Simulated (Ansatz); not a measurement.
Elements on the sites of an ideal fluorite lattice, at a guessed lattice constant:

```yaml
crystal:
  lattice:
    - [-4.57435, 4.57435, 0.00000]
    - [-4.57435, 0.00000, 4.57435]
    - [0.00000, 4.57435, 4.57435]
  atoms:
    - { symbol: O, position: [0.87500, 0.87500, 0.37500] }
    - { symbol: O, position: [0.37500, 0.87500, 0.37500] }
    - { symbol: O, position: [0.87500, 0.37500, 0.37500] }
    - { symbol: O, position: [0.87500, 0.87500, 0.87500] }
    - { symbol: O, position: [0.37500, 0.37500, 0.37500] }
    - { symbol: O, position: [0.37500, 0.87500, 0.87500] }
    - { symbol: O, position: [0.87500, 0.37500, 0.87500] }
    - { symbol: O, position: [0.37500, 0.37500, 0.87500] }
    - { symbol: O, position: [0.62500, 0.62500, 0.12500] }
    - { symbol: O, position: [0.12500, 0.62500, 0.12500] }
    - { symbol: O, position: [0.62500, 0.12500, 0.12500] }
    - { symbol: O, position: [0.62500, 0.62500, 0.62500] }
    - { symbol: O, position: [0.12500, 0.12500, 0.12500] }
    - { symbol: O, position: [0.12500, 0.62500, 0.62500] }
    - { symbol: O, position: [0.62500, 0.12500, 0.62500] }
    - { symbol: O, position: [0.12500, 0.12500, 0.62500] }
    - { symbol: Al, position: [0.50000, 0.00000, 0.00000] }
    - { symbol: Si, position: [0.00000, 0.00000, 0.00000] }
    - { symbol: Si, position: [0.50000, 0.50000, 0.00000] }
    - { symbol: Si, position: [0.50000, 0.00000, 0.50000] }
    - { symbol: Ca, position: [0.00000, 0.50000, 0.50000] }
    - { symbol: Ta, position: [0.00000, 0.50000, 0.00000] }
    - { symbol: Ta, position: [0.00000, 0.00000, 0.50000] }
    - { symbol: Ta, position: [0.50000, 0.50000, 0.50000] }
```

Cell and atoms were relaxed without symmetry on coarser meshes and computed once more. Level of theory: Ansatz 0.2.0, DFT PBE, scalar-relativistic, plane waves, PAW.

Settings: cutoff 420 eV, Γ-centred mesh 4×4×5 on the computed 24-atom cell, Gaussian smearing of 0.02 eV; no spin polarisation.

The relaxation ran on 2×2×2 (shifted) and then 3×3×3 k points with a smearing of 0.1 eV, from sites shaken by 0.02 Å.

**Question.** What does the relaxation give?

**Answer.** A volume of 10.72 Å³/atom and a gap on the mesh of 3.11 eV. It lies 2.68 eV/atom below the elements' standard states (static lattices, no corrections for gases). The atoms leave their sites by 0.86 Å (root mean square) and 1.95 Å at most, and the cell stretches by up to 14.5 % at fixed volume, so the lattice hasn't survived.

```xyz
24
Lattice="-5.9323 5.5705 -0.0738 -5.5196 0.3389 4.9284 -0.6646 4.8321 4.6027" Properties=species:S:1:pos:R:3 pbc="T T T"
O   -10.1683    6.2394    6.1726
O    -7.9811    4.8271    6.1719
O    -8.2537    6.2520    3.6614
O    -9.4895    8.7312    6.8315
O    -4.3736    3.8036    3.0760
O    -8.5682    6.4866    8.3572
O    -7.6724    9.9109    5.5640
O    -4.4527    6.5821    5.7209
O    -6.7343    3.8790    4.1416
O    -5.1137    1.5551    4.1056
O   -10.5721    9.1666    9.1586
O    -6.9145    7.2492    6.3189
O    -1.3857    1.9627    1.4266
O    -5.2480    4.5099    6.2362
O    -5.7781    6.3934    3.5439
O    -1.2318    3.5933    3.4499
Al   -8.1764    3.1631    5.0958
Si   -6.2932   10.0726    4.5635
Si   -5.7720    2.8343    3.2611
Si   -3.6205    5.1166    2.3126
Ca   -8.8798    8.0873    4.7138
Ta   -3.2442    5.1695    6.5648
Ta  -11.3115    8.3732    7.4447
Ta   -6.3263    5.7314    5.2332
```

Spin-orbit coupling is left out, which matters for the bands of heavy elements. An odd mesh misses points on the zone edge, so a gap read on it can be too wide.

Cost: 2 runs of about 13 core-minutes in all (earlier runs that led there not counted), on Arm Neoverse V2 (shared hosts).